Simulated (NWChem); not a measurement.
The numbers come from NWChem runs, not from measurements. System: O (+1), charge 1, spin multiplicity 4. Its SCF solution wasn't tested for a lower state. Level: UB2PLYP/def2-TZVP, 1 core orbitals frozen.

NWChem printed:

```
             Northwest Computational Chemistry Package (NWChem) 7.3.0
             --------------------------------------------------------

                                NWChem Input Module
                                -------------------

 Scaling coordinates for geometry "geometry" by  1.889725989
 (inverse scale =  0.529177249)

                             Geometry "geometry" -> ""
                             -------------------------

 Output coordinates in angstroms (scale by  1.889725989 to convert to a.u.)

  No.       Tag          Charge          X              Y              Z
 ---- ---------------- ---------- -------------- -------------- --------------
    1 O                    8.0000     0.00000000     0.00000000     0.00000000

 Effective nuclear repulsion energy (a.u.)       0.0000000000

            Nuclear Dipole moment (a.u.)
            ----------------------------
        X                 Y               Z
 ---------------- ---------------- ----------------
     0.0000000000     0.0000000000     0.0000000000

      Symmetry information
      --------------------

 Group name             D2h
 Group number             26
 Group order               8
 No. of unique centers     1

      Symmetry unique atoms

     1


 Summary of "ao basis" -> "" (spherical)
 ------------------------------------------------------------------------------
       Tag                 Description            Shells   Functions and Types
 ---------------- ------------------------------  ------  ---------------------
 *                         def2-tzvp                  on all atoms

  dft_input: which_mp2 not specified, using semidirect MP2 by default.

                                 NWChem DFT Module
                                 -----------------

 Summary of "ao basis" -> "ao basis" (spherical)
 ------------------------------------------------------------------------------
       Tag                 Description            Shells   Functions and Types
 ---------------- ------------------------------  ------  ---------------------
 O                         def2-tzvp                11       31   5s3p2d1f

 Summary of "ao basis" -> "ao basis" (spherical)
 ------------------------------------------------------------------------------
       Tag                 Description            Shells   Functions and Types
 ---------------- ------------------------------  ------  ---------------------
 O                         def2-tzvp                11       31   5s3p2d1f
[...]
    beta      1      2      4      3      5      6      9      8      7     13
 overlap   1.000  0.998  0.983  0.983  0.983  0.998  0.983  0.983  0.983  1.000

   alpha     11     12     13     14     15     16     17     18     19     20
    beta     14     10     11     12     17     15     16     18     22     21
 overlap   1.000  1.000  1.000  1.000  0.998  0.998  0.998  0.999  1.000  1.000

   alpha     21     22     23     24     25     26     27     28     29     30
    beta     19     20     23     24     25     26     27     28     29     30
 overlap   1.000  1.000  1.000  1.000  1.000  1.000  1.000  1.000  1.000  1.000

   alpha     31
    beta     31
 overlap   1.000

     --------------------------
     Expectation value of S2:
     --------------------------
      <S2> =      3.7534 (Exact =     3.7500)

                   NWChem MP2 Semi-direct Energy/Gradient Module
                   ---------------------------------------------

  Basis functions       =     31
  Molecular orbitals    =     31
  Frozen core           =      1
  Frozen virtuals       =      0
  Active alpha occupied =      4
  Active beta occupied  =      1
  Active alpha virtual  =     26
  Active beta virtual   =     29
  Use MO symmetry       = T
  Use skeleton AO sym   = T

  AO/Fock/Back tols     =   1.0D-09  1.0D-09  1.0D-09

 GA uses MA = F    GA memory limited = T

 Available:
  local mem=  4.43D+07
 global mem=  1.44D+08
 local disk=  0.00D+00
  mp2_memr nvloc                    26
  nvloc new                    26
   1 passes of   4:        3145728                       7158                    177079.
   1 passes of   4: M     44324808           G      144177278           F      41179080.

 Semi-direct pass number   1 of   1  for UHF alpha       at        0.4s
  vrange nnbf                   496
  mp2_eaftype                    10  avail_ma_in_mb                   386
 EAF : mp2_eaftype filesize          10      88539.
  mp2_eaf for mointskh                     10
Node 0 wrote      0.4 Mb in      0.0 s     Agg I/O rate:  1091.0 Mb/s
 Done moints_semi at        0.5s
  mp2_eaftype                    10  avail_ma_in_mb                   386
 EAF : mp2_eaftype filesize          10      88539.
  mp2_eaf for kh                    10
 Done maket at        0.5s
 Done multipass loop at        0.5s

 GA uses MA = F    GA memory limited = T

 Available:
  local mem=  4.43D+07
 global mem=  1.44D+08
 local disk=  0.00D+00
  mp2_memr nvloc                    29
  nvloc new                    29
   1 passes of   1:        3145728                       3409                     50599.
   1 passes of   1: M     44324808           G      144177278           F      41179080.

 Semi-direct pass number   1 of   1  for UHF beta        at        0.6s
  vrange nnbf                   496
  mp2_eaftype                    10  avail_ma_in_mb                   386
 EAF : mp2_eaftype filesize          10      25299.
  mp2_eaf for mointskh                     10
Node 0 wrote      0.1 Mb in      0.0 s     Agg I/O rate:  1264.9 Mb/s
 Done moints_semi at        0.7s
  mp2_eaftype                    10  avail_ma_in_mb                   386
 EAF : mp2_eaftype filesize          10      25299.
  mp2_eaf for kh                    10
 Done maket at        0.7s
 Done multipass loop at        0.7s

          -------------------------------------------
          DFT energy                     -74.517210510446
          Unscaled MP2 energy             -0.110505269962
          Total DFT+MP2 energy           -74.547046933336
          -------------------------------------------

 -----------------------
 Performance information
 -----------------------

 Timer overhead =  2.06D-07 seconds/call

               Nr. of calls         CPU time (s)                 Wall time (s)                GFlops
             ---------------    -------------------     ------------------------------   -------------------
Name         Min   Avg   Max    Min     Avg     Max     Min     Avg     Max   Mx/calls   Min     Max     Sum
mp2: moin     2     2     2   0.21    0.21    0.21     0.21    0.21    0.21    0.11      0.0     0.0     0.0
mp2: make     2     2     2   4.87E-3 4.87E-3 4.87E-3  4.87E-3 4.87E-3 4.87E-3 2.44E-3   0.0     0.0     0.0
mp2: tota     1     1     1   0.28    0.28    0.28     0.28    0.28    0.28    0.28      0.0     0.0     0.0

 The average no. of pstat calls per process was 5.00D+00
 with a timing overhead of 1.03D-06s

 Task  times  cpu:        0.6s     wall:        0.6s

 Total times  cpu:        0.7s     wall:        0.7s
```

Task: Write an NWChem input that would produce this output.

Result: One answer among several that fit: 
```
start mol
memory heap 200 mb stack 900 mb global 1100 mb
charge 1
geometry units angstroms nocenter noautoz
  O      0.000000     0.000000     0.000000
  symmetry group D2h
end
basis spherical
  * library def2-tzvp
end
dft
  xc hfexch 0.53 becke88 0.47 lyp 0.73 mp2 0.27
  dftmp2
  odft
  mult 4
  semidirect memsize 60000000 filesize 0
  iterations 100
end
mp2
  freeze core 1
end
task dft energy
```
